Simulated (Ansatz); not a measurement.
## Nudged elastic band run: C2H4N, charge -1

Input:

```yaml
crystal:
  periodic: [false, false, false]
  atoms:
    - { symbol: C, position_ang: [-0.67473, 0.355973, -0.329476] }
    - { symbol: C, position_ang: [0.111374, -0.652764, 0.547552] }
    - { symbol: "N", position_ang: [1.391346, -0.41918, 0.418013] }
    - { symbol: H, position_ang: [-1.381362, 0.940456, 0.297689] }
    - { symbol: H, position_ang: [-0.019684, 1.073339, -0.892095] }
    - { symbol: H, position_ang: [-1.313065, -0.18624, -1.059415] }
    - { symbol: H, position_ang: [1.88612, -1.111574, 1.017722] }
total_charge: -1
magnetization:
  spin_polarized: true
basis:
  gaussian: { orbitals: def2-SVP }
hamiltonian:
  xc: b3lyp
  dispersion: d4
neb:
  order_check: false
  images: 5
  f_tol: 0.05
  max_iterations: 60
  max_displacement: 0.02
  optimiser: fire
  final_atoms:
    - { symbol: C, position_ang: [-0.56367997, 0.84344209, -0.35602045] }
    - { symbol: C, position_ang: [0.06680598, -0.30678783, 0.10828845] }
    - { symbol: "N", position_ang: [1.35718473, -0.51609082, 0.37190281] }
    - { symbol: H, position_ang: [-1.64647276, 0.85640221, -0.524374] }
    - { symbol: H, position_ang: [0.00596636, 1.75922593, -0.56245629] }
    - { symbol: H, position_ang: [-0.66512818, -1.14816757, 0.26602836] }
    - { symbol: H, position_ang: [1.44532284, -1.488014, 0.69662111] }
  initial_path:
    images:
      - { positions_ang: [[-0.67473, 0.355973, -0.329476], [0.111374, -0.652764, 0.547552], [1.391346, -0.41918, 0.418013], [-1.381362, 0.940456, 0.297689], [-0.019684, 1.073339, -0.892095], [-1.313065, -0.18624, -1.059415], [1.88612, -1.111574, 1.017722]] }
      - { positions_ang: [[-0.66328525, 0.42839485, -0.37217857], [0.07222357, -0.64798059, 0.46456438], [1.36091539, -0.41398303, 0.41400406], [-1.39387161, 0.96964572, 0.25562223], [0.01036361, 1.17157973, -0.84406616], [-1.22656912, -0.36656988, -0.89957974], [1.8402224, -1.1410768, 0.98162379]] }
      - { positions_ang: [[-0.6518405, 0.50081671, -0.41488114], [0.03307314, -0.64319717, 0.38157677], [1.33048479, -0.40878606, 0.40999512], [-1.40638122, 0.99883543, 0.21355546], [0.04041123, 1.26982047, -0.79603732], [-1.14007324, -0.54689977, -0.73974448], [1.7943248, -1.1705796, 0.94552558]] }
      - { positions_ang: [[-0.64039575, 0.57323856, -0.4575837], [-0.00607728, -0.63841376, 0.29858915], [1.30005418, -0.40358909, 0.40598619], [-1.41889083, 1.02802515, 0.1714887], [0.07045884, 1.3680612, -0.74800847], [-1.05357736, -0.72722965, -0.57990923], [1.7484272, -1.2000824, 0.90942737]] }
      - { positions_ang: [[-0.61482382, 0.6633064, -0.42372929], [0.01821714, -0.52787178, 0.23515559], [1.3190977, -0.44108967, 0.39462506], [-1.49475147, 0.9708175, -0.06046553], [0.04896135, 1.49844944, -0.68615775], [-0.9240943, -0.86754229, -0.29793003], [1.64739241, -1.2960596, 0.83849195]] }
      - { positions_ang: [[-0.5892519, 0.75337425, -0.38987487], [0.04251156, -0.41732981, 0.17172202], [1.33814121, -0.47859025, 0.38326394], [-1.57061211, 0.91360985, -0.29241976], [0.02746385, 1.62883769, -0.62430702], [-0.79461124, -1.00785493, -0.01595083], [1.54635763, -1.3920368, 0.76755653]] }
      - { positions_ang: [[-0.56367997, 0.84344209, -0.35602045], [0.06680598, -0.30678783, 0.10828845], [1.35718473, -0.51609082, 0.37190281], [-1.64647276, 0.85640221, -0.524374], [0.00596636, 1.75922593, -0.56245629], [-0.66512818, -1.14816757, 0.26602836], [1.44532284, -1.488014, 0.69662111]] }
```

Command:

```bash
$ ansatz run input.yaml --threads 1 --pin off --max-ram 2048MiB --backend cpu --events-out ev --progress --plain --runs-dir out
```

Output, in part (warnings, iteration lines, the closing report on the highest movable image, with atoms numbered from 0):

```
NEB end point (image 0): max|allowed force component| = 4.097e-3 eV/Å (the criterion of neb.relax_end_points is 1.000e-2)
NEB end point (image 6): max|allowed force component| = 4.495e-3 eV/Å (the criterion of neb.relax_end_points is 1.000e-2)
NEB iter   1: max|band force component| = 4.956e0 eV/Å  barrier→ = 2.2747 eV  barrier← = 3.2366 eV  Δτ_max = 0.0200 Å  (200 SCF iters)
NEB iter   2: max|band force component| = 3.447e0 eV/Å  barrier→ = 2.2069 eV  barrier← = 3.1688 eV  Δτ_max = 0.0200 Å  (159 SCF iters)
NEB iter   3: max|band force component| = 2.476e0 eV/Å  barrier→ = 2.1457 eV  barrier← = 3.1076 eV  Δτ_max = 0.0200 Å  (161 SCF iters)
NEB iter   4: max|band force component| = 1.801e0 eV/Å  barrier→ = 2.0933 eV  barrier← = 3.0551 eV  Δτ_max = 0.0200 Å  (160 SCF iters)
NEB iter   5: max|band force component| = 1.331e0 eV/Å  barrier→ = 2.0452 eV  barrier← = 3.0070 eV  Δτ_max = 0.0200 Å  (160 SCF iters)
NEB iter   6: max|band force component| = 9.672e-1 eV/Å  barrier→ = 2.0034 eV  barrier← = 2.9652 eV  Δτ_max = 0.0158 Å  (161 SCF iters)
NEB iter   7: max|band force component| = 7.795e-1 eV/Å  barrier→ = 1.9718 eV  barrier← = 2.9337 eV  Δτ_max = 0.0200 Å  (158 SCF iters)
NEB iter   8: max|band force component| = 6.832e-1 eV/Å  barrier→ = 1.9361 eV  barrier← = 2.8979 eV  Δτ_max = 0.0136 Å  (167 SCF iters)
NEB iter   9: max|band force component| = 6.442e-1 eV/Å  barrier→ = 1.9169 eV  barrier← = 2.8787 eV  Δτ_max = 0.0200 Å  (150 SCF iters)
NEB iter  10: max|band force component| = 5.854e-1 eV/Å  barrier→ = 1.8911 eV  barrier← = 2.8529 eV  Δτ_max = 0.0115 Å  (161 SCF iters)
NEB iter  11: max|band force component| = 5.512e-1 eV/Å  barrier→ = 1.8780 eV  barrier← = 2.8398 eV  Δτ_max = 0.0200 Å  (145 SCF iters)
NEB iter  12: max|band force component| = 4.887e-1 eV/Å  barrier→ = 1.8564 eV  barrier← = 2.8183 eV  CI = image 3  Δτ_max = 0.0094 Å  (157 SCF iters)
NEB iter  13: max|band force component| = 4.540e-1 eV/Å  barrier→ = 1.8477 eV  barrier← = 2.8095 eV  CI = image 3  Δτ_max = 0.0182 Å  (140 SCF iters)
NEB iter  14: max|band force component| = 4.185e-1 eV/Å  barrier→ = 1.8303 eV  barrier← = 2.7922 eV  CI = image 3  Δτ_max = 0.0200 Å  (155 SCF iters)
NEB iter  15: max|band force component| = 3.801e-1 eV/Å  barrier→ = 1.8109 eV  barrier← = 2.7727 eV  CI = image 3  Δτ_max = 0.0069 Å  (154 SCF iters)
NEB iter  16: max|band force component| = 3.704e-1 eV/Å  barrier→ = 1.8041 eV  barrier← = 2.7660 eV  CI = image 3  Δτ_max = 0.0134 Å  (140 SCF iters)
NEB iter  17: max|band force component| = 3.424e-1 eV/Å  barrier→ = 1.7916 eV  barrier← = 2.7534 eV  CI = image 3  Δτ_max = 0.0195 Å  (151 SCF iters)
NEB iter  18: max|band force component| = 2.926e-1 eV/Å  barrier→ = 1.7749 eV  barrier← = 2.7368 eV  CI = image 3  Δτ_max = 0.0200 Å  (160 SCF iters)
NEB iter  19: max|band force component| = 2.483e-1 eV/Å  barrier→ = 1.7598 eV  barrier← = 2.7217 eV  CI = image 3  Δτ_max = 0.0047 Å  (158 SCF iters)
NEB iter  20: max|band force component| = 2.524e-1 eV/Å  barrier→ = 1.7566 eV  barrier← = 2.7184 eV  CI = image 3  Δτ_max = 0.0091 Å  (136 SCF iters)
NEB iter  21: max|band force component| = 2.379e-1 eV/Å  barrier→ = 1.7505 eV  barrier← = 2.7124 eV  CI = image 3  Δτ_max = 0.0132 Å  (145 SCF iters)
NEB iter  22: max|band force component| = 1.965e-1 eV/Å  barrier→ = 1.7424 eV  barrier← = 2.7043 eV  CI = image 3  Δτ_max = 0.0168 Å  (151 SCF iters)
NEB iter  23: max|band force component| = 1.572e-1 eV/Å  barrier→ = 1.7334 eV  barrier← = 2.6953 eV  CI = image 3  Δτ_max = 0.0197 Å  (158 SCF iters)
NEB iter  24: max|band force component| = 1.279e-1 eV/Å  barrier→ = 1.7249 eV  barrier← = 2.6867 eV  CI = image 3  Δτ_max = 0.0200 Å  (159 SCF iters)
NEB iter  25: max|band force component| = 1.502e-1 eV/Å  barrier→ = 1.7184 eV  barrier← = 2.6803 eV  CI = image 3  Δτ_max = 0.0023 Å  (159 SCF iters)
NEB iter  26: max|band force component| = 1.469e-1 eV/Å  barrier→ = 1.7180 eV  barrier← = 2.6798 eV  CI = image 3  Δτ_max = 0.0046 Å  (127 SCF iters)
NEB iter  27: max|band force component| = 1.404e-1 eV/Å  barrier→ = 1.7172 eV  barrier← = 2.6790 eV  CI = image 3  Δτ_max = 0.0067 Å  (134 SCF iters)
NEB iter  28: max|band force component| = 1.306e-1 eV/Å  barrier→ = 1.7161 eV  barrier← = 2.6780 eV  CI = image 3  Δτ_max = 0.0088 Å  (138 SCF iters)
NEB iter  29: max|band force component| = 1.171e-1 eV/Å  barrier→ = 1.7149 eV  barrier← = 2.6768 eV  CI = image 3  Δτ_max = 0.0107 Å  (140 SCF iters)
NEB iter  30: max|band force component| = 9.896e-2 eV/Å  barrier→ = 1.7138 eV  barrier← = 2.6756 eV  CI = image 3  Δτ_max = 0.0124 Å  (142 SCF iters)
NEB iter  31: max|band force component| = 7.495e-2 eV/Å  barrier→ = 1.7128 eV  barrier← = 2.6747 eV  CI = image 3  Δτ_max = 0.0151 Å  (150 SCF iters)
NEB iter  32: max|band force component| = 4.992e-2 eV/Å  barrier→ = 1.7122 eV  barrier← = 2.6741 eV  CI = image 3  Δτ_max = 0.0000 Å  (308 SCF iters)
Total energy: -3622.52875564 eV, -133.1254763315 hartree
Atom 0 at    -0.596141     0.641651    -0.322635 Å, force     0.005129     0.001575    -0.001245 eV/Å
Atom 1 at     0.076570    -0.404783     0.426769 Å, force     0.009821     0.011183     0.000510 eV/Å
Atom 2 at     1.388197    -0.519298     0.370111 Å, force     0.000734    -0.005840     0.000344 eV/Å
Atom 3 at    -1.609090     0.914553     0.011856 Å, force     0.006061    -0.007009     0.003519 eV/Å
Atom 4 at    -0.033653     1.460810    -0.856485 Å, force    -0.023335     0.001792    -0.006210 eV/Å
Atom 5 at    -0.865884    -0.691697    -0.479256 Å, force     0.010450     0.009842    -0.003778 eV/Å
Atom 6 at     1.640001    -1.401226     0.849629 Å, force    -0.008860    -0.011543     0.006861 eV/Å
Dipole moment:    -0.155355     0.023624    -0.031261 e Å
```

The run converged. Neighbouring images differ by up to 1.2 eV, so the band resolves the path poorly. Another band between the same ends (5 images) ends at a top of the same energy, where a vibrational analysis finds 1 clearly imaginary mode. The orbitals stay closed-shell, which can raise the energy where a bond breaks towards radicals; this wasn't checked here. Limits of this set-up: an anion without diffuse functions, the dipole of an ion depends on the origin.

Final band (atoms are numbered from 1 in the order of the input):

```json
{"image": "0", "path coordinate (Å)": "0.00", "energy (eV)": "0.00", "C1–H6 (Å)": "1.11", "C2–H6 (Å)": "2.20"}
{"image": "1", "path coordinate (Å)": "0.47", "energy (eV)": "0.05", "C1–H6 (Å)": "1.11", "C2–H6 (Å)": "2.11"}
{"image": "2", "path coordinate (Å)": "0.95", "energy (eV)": "0.63", "C1–H6 (Å)": "1.13", "C2–H6 (Å)": "1.74"}
{"image": "3", "path coordinate (Å)": "1.41", "energy (eV)": "1.71", "C1–H6 (Å)": "1.37", "C2–H6 (Å)": "1.34"}
{"image": "4", "path coordinate (Å)": "1.87", "energy (eV)": "0.47", "C1–H6 (Å)": "1.73", "C2–H6 (Å)": "1.15"}
{"image": "5", "path coordinate (Å)": "2.31", "energy (eV)": "-0.71", "C1–H6 (Å)": "1.99", "C2–H6 (Å)": "1.12"}
{"image": "6", "path coordinate (Å)": "2.75", "energy (eV)": "-0.96", "C1–H6 (Å)": "2.09", "C2–H6 (Å)": "1.13"}
```

Run time: 5.9 min on 1 thread of Arm Neoverse V1, on a shared host, peak memory 0.13 GiB.
